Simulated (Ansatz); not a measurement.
in.yaml

```yaml
crystal:
  periodic: [false, false, false]
  atoms:
    - {symbol: Al, position_ang: [0.000000, 0.000000, 0.352569]}
    - {symbol: Al, position_ang: [0.000000, 0.000000, -2.324369]}
    - {symbol: H, position_ang: [0.000000, 0.000000, 1.971799]}
basis:
  gaussian: {orbitals: cc-pVDZ}
total_charge: 1
magnetization: {spin_polarized: true, initial_magnetization: 0}
correlation: {method: ccsdt_q, electrons: outside_noble_gas}
```

```sh
$ ansatz run in.yaml --threads 1 --pin off --events-out ev --progress --plain --max-ram 4096MiB --backend cpu
```

Output:

```
742 factors; integrals over basis functions are off by at most 1.8e-7 eV
mean field evaluation 1: about -13173.4767 eV, gradient 6.0e0 eV
mean field evaluation 2: about -13173.4769 eV, gradient 6.0e0 eV
mean field evaluation 4: about -13174.1070 eV, gradient 5.2e-1 eV
mean field evaluation 8: about -13174.1139 eV, gradient 1.7e-4 eV
mean field evaluation 16: about -13174.1595 eV, gradient 5.8e-2 eV
mean field evaluation 32: about -13174.1139 eV, gradient 1.5e-2 eV
mean field evaluation 64: about -13174.1602 eV, gradient 7.6e-7 eV
mean field evaluation 96: about -13172.8899 eV, gradient 9.4e-4 eV
mean field evaluation 128: about -13174.0797 eV, gradient 8.6e-1 eV
mean field evaluation 160: about -13172.8899 eV, gradient 3.2e-3 eV
mean field evaluation 192: about -13172.8899 eV, gradient 2.3e-4 eV
mean field -13174.16017188 eV, -484.1414565501 hartree, gradient 7.6e-7 eV, S^2 0.355758; 9 other end points of the search recorded, 0 dependent functions left out
determinant -13174.16017188 eV, -484.1414565501 hartree, with singles and doubles -13177.23015376 eV, -484.2542763032 hartree
determinant -13172.88987528 eV, -484.0947740110 hartree, with singles and doubles -13175.60941513 eV, -484.1947152573 hartree
determinant -13174.11392449 eV, -484.1397569898 hartree, with singles and doubles -13177.24724493 eV, -484.2549043921 hartree
determinant -13174.16017188 eV, -484.1414565501 hartree, with singles and doubles -13177.23936693 eV, -484.2546148812 hartree
determinant -13174.11392449 eV, -484.1397569898 hartree, with singles and doubles -13177.24673871 eV, -484.2548857889 hartree
10 core orbitals not correlated: weight in the atoms' cores, before any rotation towards them, 1.000 or more for the frozen orbitals, at most 0.000 for the correlated occupied ones
reference -13174.11392449 eV, -484.1397569898 hartree; 3, 3 occupied and 28, 28 virtual orbitals, 742 factors
second order -2.24224384 eV of doubles, -0.00000000 eV of singles
cycle   1  -2.81648144 eV  change   -5.7e-1 eV  update   8.6e-2
cycle   2  -3.18919499 eV  change   -3.7e-1 eV  update   4.2e-2
cycle   3  -3.21468150 eV  change   -2.5e-2 eV  update   1.3e-2
cycle   4  -3.22197850 eV  change   -7.3e-3 eV  update   6.3e-3
cycle   5  -3.22253867 eV  change   -5.6e-4 eV  update   2.7e-3
cycle   6  -3.22140057 eV  change    1.1e-3 eV  update   1.3e-3
cycle   7  -3.22185272 eV  change   -4.5e-4 eV  update   6.2e-4
cycle   8  -3.22233092 eV  change   -4.8e-4 eV  update   2.8e-4
cycle   9  -3.22221888 eV  change    1.1e-4 eV  update   1.3e-4
cycle  10  -3.22209949 eV  change    1.2e-4 eV  update   6.6e-5
cycle  11  -3.22209319 eV  change    6.3e-6 eV  update   2.7e-5
cycle  12  -3.22209743 eV  change   -4.2e-6 eV  update   1.2e-5
cycle  13  -3.22210951 eV  change   -1.2e-5 eV  update   4.3e-6
cycle  14  -3.22210992 eV  change   -4.2e-7 eV  update   1.5e-6
cycle  15  -3.22210901 eV  change    9.1e-7 eV  update   6.0e-7
cycle  16  -3.22210850 eV  change    5.1e-7 eV  update   2.4e-7
perturbative correction -0.00382221 eV, -0.0001404636 hartree
Total energy: -13177.33985520 eV, -484.2583077569 hartree
```

For the same geometry and basis full CI lies 1.4 meV lower.

Ran on 1 thread of AMD EPYC 7R13, shared host: 11 s wall, 0.16 GiB peak host memory.
